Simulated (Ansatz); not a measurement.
Relaxed structures of BSiH4S, doublet (PBE0-D4/def2-TZVP; forces vanish, vibrations not checked; lower isomers may exist, and structures with a doubtful reference or unclear bonds are left out; Å). Program: Ansatz 0.2.0. Basis: def2-TZVPP. Cores are frozen in the correlated methods; orbitals are unrestricted.

Rank them by CCSD(T) energy, lowest first, and give each one's height above the lowest. Links in brackets join atoms within 1.22 times the sum of their covalent radii (1.1 for two metals). (To be estimated.)
A.
a complex of BSiH₃S ([BH]1[Si][SH2]1) + H
```
7
angstrom
B -1.4388 -0.9277 -0.1237
S 0.0595 0.1157 -0.0300
Si -0.2001 -1.9792 0.8236
H -2.4516 -0.6070 -0.6523
H 0.7089 0.5720 -1.1481
H 0.0594 1.3509 0.5653
H 3.1946 1.3814 0.5821
```
B.
BSiH₄S ([BH]1[SiH2][SH]1)
```
7
angstrom
B -0.6798 0.4088 0.4317
S -0.1716 -1.4193 0.1535
Si 1.0987 0.4078 -0.2013
H 0.3720 -1.8496 1.3298
H 1.5218 0.4279 -1.6252
H -1.6322 0.8076 1.0073
H 2.3212 0.3094 0.6480
```
C.
BSiH₄S ([SiH3][B][SH])
```
7
angstrom
B -0.5003 -0.7064 -0.1665
S -2.2027 -0.7887 0.1379
Si 0.9509 0.6198 0.0446
H -2.4778 -2.0455 -0.2823
H 1.5370 0.8808 -1.2983
H 0.5437 1.9273 0.6372
H 2.0040 0.0257 0.9123
```
D.
BSiH₄S ([BH][S][SiH3])
```
7
angstrom
B -1.6455 -0.7542 -0.2784
S -0.1730 -1.2655 0.5089
Si 0.9261 0.5548 0.0974
H -2.6621 -1.3636 -0.3849
H 1.0378 0.7466 -1.3662
H 0.2395 1.7027 0.7317
H 2.2771 0.3792 0.6915
```
E.
BSiH₄S ([BH2]1[SiH][SH]1)
```
7
angstrom
B -0.9058 -0.4093 -0.5830
S -0.3571 -0.9656 1.2524
Si 0.9772 0.1723 -0.2154
H -1.1381 -1.3343 -1.2964
H -1.6360 0.5375 -0.4979
H 1.1648 1.4105 0.6140
H 0.1048 -2.1836 0.9209
```
F.
BSiH₄S ([SiH3][BH][S])
```
7
angstrom
B -0.8632 -0.8307 0.0566
S -0.3717 -2.2225 0.8855
Si 0.5491 0.6356 -0.0864
H -1.9325 -0.6248 -0.4420
H 0.7787 0.9114 -1.5311
H 0.0032 1.8596 0.5617
H 1.8363 0.2714 0.5557
```

The calculation gives: F (0.0 kJ/mol), D (40.5 kJ/mol), E (68.1 kJ/mol), C (84.0 kJ/mol), B (116.3 kJ/mol), A (503.7 kJ/mol). Heights count from the lowest.

The T1 diagnostic stays at or below 0.028. ⟨S²⟩ of the unrestricted Hartree–Fock references: 0.75 to 0.78 (a pure state has 0.75).

For scale, one of the runs: CCSD(T)/def2-TZVPP, 171 basis functions, launched by `ansatz run in.yaml --threads 2 --pin off --events-out ev --progress --plain --max-ram 4352MiB`. The run took 2.3 min on 2 CPU threads of an Arm Neoverse N1 (shared host), with 3.2 GiB of host memory at its peak.
